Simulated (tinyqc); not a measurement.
ROHF in the sto-3g basis, for CH3, spin multiplicity 2, step by step. One step of it, computed by the program tinyqc.

Question. Iteration 1: Roothaan effective Fock matrix. With projectors Pc = D(beta) S, Po = (D(alpha) - D(beta)) S, Pv = 1 - D(alpha) S, the block xy is Px^T F Py; with Fc = (F(alpha) + F(beta))/2, the blocks are Fc for cc, oo, vv and cv, F(beta) for co and F(alpha) for ov.

F(alpha) (hartree):
```
             1C 1s      1C 2s     1C 2px     1C 2py    1C 2pz      2H 1s      3H 1s      4H 1s
1C 1s   -11.342923  -3.022781  -0.000004   0.000000  0.001072  -0.458570  -0.458604  -0.458604
1C 2s    -3.022781  -1.638667  -0.000046   0.000000  0.011615  -0.591107  -0.591124  -0.591124
1C 2px   -0.000004  -0.000046  -0.093012   0.000000  0.000003  -0.309154   0.154450   0.154450
1C 2py    0.000000   0.000000   0.000000  -0.093138  0.000000   0.000000  -0.267815   0.267815
1C 2pz    0.001072   0.011615   0.000003   0.000000  0.028529   0.018413   0.018414   0.018414
2H 1s    -0.458570  -0.591107  -0.309154   0.000000  0.018413  -0.337630  -0.153361  -0.153361
3H 1s    -0.458604  -0.591124   0.154450  -0.267815  0.018414  -0.153361  -0.337646  -0.153235
4H 1s    -0.458604  -0.591124   0.154450   0.267815  0.018414  -0.153361  -0.153235  -0.337646
```

F(beta) (hartree):
```
             1C 1s      1C 2s     1C 2px     1C 2py    1C 2pz      2H 1s      3H 1s      4H 1s
1C 1s   -10.534888  -2.882954  -0.000003   0.000000  0.000893  -0.435856  -0.435889  -0.435889
1C 2s    -2.882954  -1.427043  -0.000039   0.000000  0.009927  -0.508268  -0.508283  -0.508283
1C 2px   -0.000003  -0.000039   0.015340   0.000000  0.000002  -0.254573   0.127181   0.127181
1C 2py    0.000000   0.000000   0.000000   0.015231  0.000000   0.000000  -0.220532   0.220532
1C 2pz    0.000893   0.009927   0.000002   0.000000  0.120265   0.015184   0.015184   0.015184
2H 1s    -0.435856  -0.508268  -0.254573   0.000000  0.015184  -0.220335  -0.131493  -0.131493
3H 1s    -0.435889  -0.508283   0.127181  -0.220532  0.015184  -0.131493  -0.220349  -0.131387
4H 1s    -0.435889  -0.508283   0.127181   0.220532  0.015184  -0.131493  -0.131387  -0.220349
```

D(alpha) at the start:
```
            1C 1s      1C 2s     1C 2px     1C 2py     1C 2pz      2H 1s      3H 1s      4H 1s
1C 1s    1.189199  -0.280163   0.000004   0.000000  -0.000858  -0.011284  -0.011284  -0.011284
1C 2s   -0.280163   1.139268  -0.000015   0.000000   0.003162   0.044742   0.044745   0.044745
1C 2px   0.000004  -0.000015   0.333183   0.000000   0.000001   0.035188  -0.017586  -0.017586
1C 2py   0.000000   0.000000   0.000000   0.333148   0.000000   0.000000   0.030481  -0.030481
1C 2pz  -0.000858   0.003162   0.000001   0.000000   0.365648  -0.001400  -0.001400  -0.001400
2H 1s   -0.011284   0.044742   0.035188   0.000000  -0.001400   0.532113   0.015393   0.015393
3H 1s   -0.011284   0.044745  -0.017586   0.030481  -0.001400   0.015393   0.532111   0.015370
4H 1s   -0.011284   0.044745  -0.017586  -0.030481  -0.001400   0.015393   0.015370   0.532111
```

D(beta) at the start:
```
            1C 1s      1C 2s     1C 2px     1C 2py     1C 2pz      2H 1s      3H 1s      4H 1s
1C 1s    0.951359  -0.224130   0.000003   0.000000  -0.000687  -0.009027  -0.009027  -0.009027
1C 2s   -0.224130   0.911414  -0.000012   0.000000   0.002530   0.035793   0.035796   0.035796
1C 2px   0.000003  -0.000012   0.266547   0.000000   0.000001   0.028151  -0.014069  -0.014069
1C 2py   0.000000   0.000000   0.000000   0.266518   0.000000   0.000000   0.024385  -0.024385
1C 2pz  -0.000687   0.002530   0.000001   0.000000   0.292518  -0.001120  -0.001120  -0.001120
2H 1s   -0.009027   0.035793   0.028151   0.000000  -0.001120   0.425690   0.012314   0.012314
3H 1s   -0.009027   0.035796  -0.014069   0.024385  -0.001120   0.012314   0.425689   0.012296
4H 1s   -0.009027   0.035796  -0.014069  -0.024385  -0.001120   0.012314   0.012296   0.425689
```

overlap S:
```
           1C 1s     1C 2s     1C 2px     1C 2py     1C 2pz      2H 1s      3H 1s      4H 1s
1C 1s   1.000000  0.248362   0.000000   0.000000   0.000000   0.036214   0.036217   0.036217
1C 2s   0.248362  1.000000   0.000000   0.000000   0.000000   0.365094   0.365111   0.365111
1C 2px  0.000000  0.000000   1.000000   0.000000   0.000000   0.378690  -0.189213  -0.189213
1C 2py  0.000000  0.000000   0.000000   1.000000   0.000000   0.000000   0.328046  -0.328046
1C 2pz  0.000000  0.000000   0.000000   0.000000   1.000000  -0.020323  -0.020324  -0.020324
2H 1s   0.036214  0.365094   0.378690   0.000000  -0.020323   1.000000   0.072502   0.072502
3H 1s   0.036217  0.365111  -0.189213   0.328046  -0.020324   0.072502   1.000000   0.072398
4H 1s   0.036217  0.365111  -0.189213  -0.328046  -0.020324   0.072502   0.072398   1.000000
```

Give: effective F.

Answer.

effective F (hartree):
```
           1C 1s    1C 2s   1C 2px   1C 2py  1C 2pz    2H 1s    3H 1s    4H 1s
1C 1s   -10.7542  -2.9123   0.0000   0.0000  0.0006  -0.4417  -0.4417  -0.4417
1C 2s    -2.9123  -1.4367   0.0000   0.0000  0.0092  -0.4997  -0.4997  -0.4997
1C 2px    0.0000   0.0000  -0.0379   0.0000  0.0000  -0.2797   0.1398   0.1398
1C 2py    0.0000   0.0000   0.0000  -0.0380  0.0000   0.0000  -0.2423   0.2423
1C 2pz    0.0006   0.0092   0.0000   0.0000  0.0721   0.0160   0.0160   0.0160
2H 1s    -0.4417  -0.4997  -0.2797   0.0000  0.0160  -0.2505  -0.1165  -0.1165
3H 1s    -0.4417  -0.4997   0.1398  -0.2423  0.0160  -0.1165  -0.2505  -0.1164
4H 1s    -0.4417  -0.4997   0.1398   0.2423  0.0160  -0.1165  -0.1164  -0.2505
```
